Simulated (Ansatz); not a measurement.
```xyz
14

C     1.230    1.339   -1.162
C     0.625    0.211   -1.506
C    -0.250   -0.619   -0.621
C    -0.616    0.026    0.680
C    -0.830   -0.749    1.896
O     0.359    0.000    1.714
H     1.142    1.759   -0.165
H     1.851    1.877   -1.868
H     0.766   -0.175   -2.514
H     0.242   -1.579   -0.418
H    -1.175   -0.865   -1.159
H    -1.135    0.981    0.595
H    -0.706   -1.830    1.865
H    -1.504   -0.377    2.663
```

Total charge 0; spin multiplicity 1.

(1) List the ωB97M-V/def2-TZVPP orbital energies in eV (Ansatz). (Best estimate.)

Results:

(1) Ansatz gave: Occupied: -526.40, -282.98, -282.80, -281.69, -281.58, -281.14, -32.92, -25.27, -22.90, -21.30, -19.98, -18.08, -16.90, -16.13, -15.34, -14.57, -14.09, -13.04, -12.92, -12.20, -11.01, -10.30, -9.74. Lowest empty: 2.47, 2.92, 3.43, 3.63, 4.00, 4.30, 4.49, 4.81.
